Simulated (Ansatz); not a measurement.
One elementary step

Start structure (AlH3SO, closed shell), relaxed at PBE0-D4/def2-TZVP:

Al1  (-0.094, 0.248, 0.343)
S2  (1.233, -0.577, -1.182)
H3  (0.414, 1.270, 1.423)
O4  (-1.716, -0.221, 0.372)
H5  (2.288, 0.115, -0.719)
H6  (-2.124, -0.834, -0.236)
(Å)

The step: AlH₃SO ([OH][AlH][SH]) → AlHO ([OH][Al]) + H₂S; bonds formed: S2–H3; bonds broken: Al1–S2, Al1–H3. Program: Ansatz 0.2.0. Basis: def2-TZVPP and def2-QZVPP. Cores are frozen in the correlated methods. Extrapolation: Hartree–Fock as exp(−7.88 √X), correlation as X^−2.97. Energies below are by CCSD(T) at an estimated basis limit (MP2 extrapolated from triple and quadruple zeta, plus CCSD(T) − MP2 in triple zeta).

Question: What are the electronic barrier and the energy of the step, from the start structure to the end structure? (To be estimated.)

Answer: Computed: Barrier 2.969 eV; step energy 1.770 eV (uphill); reverse barrier, their difference, 1.198 eV. Barrier and step energy count from the start structure, the reverse barrier from the end structure.

The saddle point: One imaginary mode of 1073i cm⁻¹.
```tsv
pair	start (Å)	saddle (Å)	end (Å)
S2–H3	3.30	1.78	1.34
Al1–S2	2.18	2.51	3.40
Al1–H3	1.57	1.69	3.57
```

Zero-point energy (harmonic, PBE0-D4): ZPE is 0.817 eV at the start and 0.741 eV at the saddle, so the barrier goes from 2.969 to 2.892 eV.

First-order rate constant out of the start structure at 698 K by transition-state theory, with harmonic vibrational free energies alone and no tunnelling: ΔA‡ = 2.865 eV, so k = (kB T/h) exp(−ΔA‡/kB T) ≈ 10^-8 s⁻¹ (an order of magnitude at best: rotation, the number of equivalent paths and anharmonicity are left out).

T1 diagnostic: at most 0.019. The restricted Hartree–Fock reference is unstable towards an unrestricted one at one or more of these structures. A large double-excitation amplitude points to some diradical character; no triplet was computed.

Labels in which every atom is bracketed show which atoms are joined, not bond orders.

For scale, one of the runs: CCSD(T)/def2-TZVPP, 157 basis functions, launched by `ansatz run in.yaml --threads 2 --pin off --events-out ev --progress --plain --max-ram 4352MiB`. Time: 9.5 s of wall clock on 2 CPU threads of an Intel Xeon Platinum 8375C; the host was shared. Peak host memory: 1 GiB.
